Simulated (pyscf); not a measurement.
# Insertion: H₂N–SiH₂–NH–SiH₂–NH₂ (SMILES N[SiH2]N[SiH2]N) + SiH₂ (SMILES [SiH2]) [singlet] → H₂N–SiH₂–NH–SiH₂–NH–SiH₃ (SMILES N[SiH2]N[SiH2]N[SiH3])

Gas phase, singlet surface, charge 0. Bonds broken: N1–H6. Bonds formed: N1–Si15, H6–Si15. Optimised with ωB97X-D3(BJ)/def2-SVP in PySCF.

Transition state (Å):

```xyz
17

N      0.8816     0.4724     1.8832
Si    -0.8555     0.7503     2.0568
N     -1.6829     0.4210     0.5741
Si    -1.2508     1.1212    -0.9593
N     -0.6660    -0.0904    -2.0365
H      1.7335    -0.3871     2.5472
H      1.4799     1.2850     1.7404
H     -1.0050     2.1652     2.4979
H     -1.3851    -0.1848     3.0856
H     -2.2905    -0.3937     0.5548
H     -2.3930     1.7616    -1.6746
H     -0.2777     2.1921    -0.5661
H     -0.7819     0.0007    -3.0393
H      0.1355    -0.6638    -1.7941
Si     1.5932    -1.1536     1.1471
H      0.3262    -1.9385     0.9872
H      2.0242    -0.8156    -0.2550
```

One imaginary mode, 1668i cm⁻¹; descent along it reached the two sides named, in the forms told below.

```csv
bond,change,reactant side (Å),saddle,product side
N1–H6,breaks,1.023,1.380,2.6
N1–Si15,forms,2.040,1.921,1.739
H6–Si15,forms,2.540,1.602,1.493
```

Electronic energies relative to the separated reactants (kJ/mol):

```tsv
level	barrier	reaction energy	reverse barrier
ωB97X-D3(BJ)/def2-TZVP	7.9	-314.2	322.1
PBE/def2-TZVP	-13.8	-273.8	260.0
r²SCAN/def2-TZVP	-19.1	-306.0	286.9
B3LYP-D3(BJ)/def2-TZVP	8.1	-289.9	298.1
PBE0-D3(BJ)/def2-TZVP	-7.8	-299.5	291.7
M06-2X/def2-TZVP	16.1	-295.7	311.9
ωB97M-D3(BJ)/def2-TZVP	23.4	-285.4	308.8
HF/def2-TZVP	107.2	-273.6	380.8
```

With ωB97M-D3(BJ)/def2-TZVP energies and thermal terms (ideal gas, 1 atm, RRHO with modes under 100 cm⁻¹ raised to 100, one conformer, R ln 2 for chiral ones without a mode under 150 cm⁻¹), in kJ/mol:

| T (K) | ΔH‡ | ΔG‡ | ΔH | ΔG |
|---|---|---|---|---|
| 298 | 20.9 | 69.5 | -279.2 | -232.3 |
| 600 | 21.4 | 118.7 | -277.6 | -185.2 |
| 900 | 23.8 | 167.0 | -273.6 | -139.8 |
| 1200 | 26.8 | 214.2 | -268.8 | -96.0 |

On the reactant side the descent ends in an adduct with a N–Si contact, 143.8 kJ/mol under the separated species and 151.7 kJ/mol under the saddle at ωB97X-D3(BJ)/def2-TZVP. At PBE, r²SCAN, PBE0-D3(BJ) the saddle lies under the separated reactants, which points to a path from their complex (located at ωB97X-D3(BJ) alone). What is counted as formed (N–Si) is already present as a longer contact in the reactant adduct; forming that adduct is a step of its own. One saddle was located; it need not be the lowest between these sides.
